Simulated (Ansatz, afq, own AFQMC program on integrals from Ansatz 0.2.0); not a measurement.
SiH2Br, doublet: AFQMC among the cluster methods

```json
{"atom": "Br", "x (Å)": "-2.3759", "y (Å)": "0.3699", "z (Å)": "0.0000"}
{"atom": "H", "x (Å)": "-0.6089", "y (Å)": "0.3699", "z (Å)": "0.0000"}
{"atom": "Si", "x (Å)": "1.2941", "y (Å)": "0.3699", "z (Å)": "0.0000"}
{"atom": "H", "x (Å)": "1.6906", "y (Å)": "-1.1096", "z (Å)": "0.0000"}
```

Connectivity, by distances: BrH ··· SiH.

Basis cc-pVTZ. Only valence electrons are correlated. AFQMC by an in-house program on the Cholesky factors that Ansatz 0.2.0 writes for its CCSD(T) run. The CISD trial takes its coefficients from CCSD amplitudes. Released means that phaseless walkers are propagated on without the constraint, phases kept. Uncertainties: one standard error, sampling alone. No spin–orbit coupling.

Determinant: ROHF, the one that the program's search chose, which needn't be the lowest solution. The geometry is a point of a scan.

No full CI on the walks' own integrals is used here; CCSDT(Q) serves as the reference and is uncertain by about the last step of the cluster series.

Cautions: no relativity below Rb; no spin-orbit coupling; inner d shell frozen; higher spins were not checked; a spin-contaminated unrestricted determinant lies lower (UHF 288 meV lower, ⟨S²⟩ 0.98); the released energies have errors that jump between times, so the bars are unsure, so no released level is given (meV from the phaseless value at times in 1/Eh: -3 ± 5 at 0.24, 93 ± 106 at 0.51, -30 ± 6 at 0.99, -26 ± 6 at 1.62, -39 ± 11 at 2.40), though the last usable value meets CCSDT(Q) within the noise.

* T1 diagnostic: 0.0235
* weight of the determinant in the CISD state: 0.835
* size of the correlated space: 13 electrons in 86 orbitals

```tsv
level	correlation energy (eV)
MP2	-7.5386
CCSD	-8.5844
CCSD(T)	-8.9215
```

**Question.** Estimate where phaseless AFQMC with a CISD trial lies against CCSD(T) on the same integrals.

**Answer.** 2.3 ± 0.5 kJ/mol below CCSD(T).

Reference: CCSDT(Q), correlation energy -8.975 eV.

```json
{"level": "CCSD(T)", "E − E(reference) (kJ/mol)": "5.2", "share of correlation (%)": "99.40"}
{"level": "CCSDT", "E − E(reference) (kJ/mol)": "1.6", "share of correlation (%)": "99.81"}
{"level": "ph-AFQMC/CISD", "E − E(reference) (kJ/mol)": "2.8 ± 0.5", "share of correlation (%)": "99.68"}
```

A walk keeps the symmetry of its determinant, which the program's search chose and which needn't be the lowest solution, so a lower state of the same spin and another symmetry isn't excluded.
